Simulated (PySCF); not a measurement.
## Orbital picture of NaS⁻

CAM-B3LYP at R = 2.431 Å; basis Na aug-pcseg-1, S aug-pcseg-1; no relativity; PySCF 2.14. State: ¹Σ⁺ (singlet), closed shell. Only the outer orbitals are listed, counted within each symmetry.

```csv
orbital,occ.,ε (eV),on Na (%),main shells (%)
5σ,2,-57.90,100,100 Na s
2π,2,-28.81,100,100 Na p
2π,2,-28.81,100,100 Na p
6σ,2,-28.79,100,100 Na p
7σ,2,-11.69,-1,101 S s
8σ,2,-1.23,16,"83 S p, 15 Na s"
3π,2,-0.79,4,96 S p
3π,2,-0.79,4,96 S p
9σ,0,1.91,85,"46 Na s, 38 Na p, 8 S s"
```

Task: Which are the highest filled and the lowest empty level, where do they sit, and how wide is the gap?

Result: Highest filled 3π at -0.79 eV (in %: 96 S p); lowest empty 9σ at 1.91 eV (in %: 46 Na s, 38 Na p, 8 S s); the gap at CAM-B3LYP is 2.70 eV. An empty level above zero is unbound, and its energy depends on the basis.

The bond order (Mayer) is 0.79. The ⟨S²⟩ is 0.000 and the charge on Na (Mulliken, basis-dependent) is 0.55. The charge on Na (Löwdin, basis-dependent) is 0.33. The dipole moment (positive dipole points towards S; it is taken about the centre of mass and depends on that origin) is -8.37 D, the polarisability along the bond is 249.9 bohr³ and the polarisability across the bond is 148.2 bohr³.

Shares are Mulliken populations and can fall outside 0 to 100 %.
